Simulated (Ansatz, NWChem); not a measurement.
**Worked example: the enthalpy of formation of CH5FSi (SMILES C[SiH2]F)**

CH5FSi: 8 atoms, total charge 0, spin state singlet. As SMILES, `C[SiH2]F`. Geometry: relaxed at PBE0-D4/def2-TZVP.

Total energies at HF/6-311+G** (NWChem 7.3.0); the atoms run unrestricted:

| species | state | energy (Eh) |
| --- | --- | --- |
| CH5FSi | singlet | -429.264840 |
| C | triplet | -37.689570 |
| Si | triplet | -288.850515 |
| F | doublet | -99.399893 |
| H | doublet | -0.499810 |

Harmonic wavenumbers at PBE0-D4/def2-TZVP, in cm⁻¹: 160, 244, 501, 683, 732, 766, 864, 880, 954, 973, 1281, 1443, 1448, 2234, 2235, 3051, 3134, 3144.

Measured heats of formation of the gaseous atoms at 298.15 K, in kJ/mol: C 716.9, Si 450.0, F 79.4, H 218.0. Spin-orbit lowering of the atoms at 298 K (mean of the ground term's levels less their thermal mean, from spectra), in kJ/mol: C 0.02, Si 0.44, F 1.29. Take 1 Eh = 2625.50 kJ/mol, 1 cm⁻¹ = 0.0119627 kJ/mol, RT = 2.479 kJ/mol.

Task: Work out the heat of formation of the gas at 298 K.

Result: 
1. Electronic atomisation energy: (-37.689570) + (-288.850515) + (-99.399893) + 5 × (-0.499810) − (-429.264840) = 0.825812 Eh = 2168.2 kJ/mol.
2. Zero-point energy: half the sum of the wavenumbers, 12363.5 cm⁻¹ = 147.9 kJ/mol.
3. Thermal vibrational enthalpy, Σ hcν̃/(exp(hcν̃/kT) − 1): 4.9 kJ/mol. Translation, rotation and pV of a non-linear molecule: 4 RT = 9.9 kJ/mol.
4. The 8 free atoms carry 5/2 RT each: 49.6 kJ/mol.
5. Spin-orbit coupling lowers the free atoms by 0.02 + 0.44 + 1.29 = 1.8 kJ/mol.
6. Atomisation enthalpy at 298 K: 2168.2 − 1.8 − 147.9 − 4.9 − 9.9 + 49.6 = 2053.3 kJ/mol.
7. Sum of the atoms' heats of formation: 2336.3 kJ/mol. Heat of formation: 2336.3 − 2053.3 = +283.0 kJ/mol.

No measured value is set beside it here. Hartree–Fock leaves out correlation, which is larger in the molecule than in the atoms, so it underbinds and puts the heat of formation too high. Anharmonicity and any spin-orbit splitting of the molecule are left out.
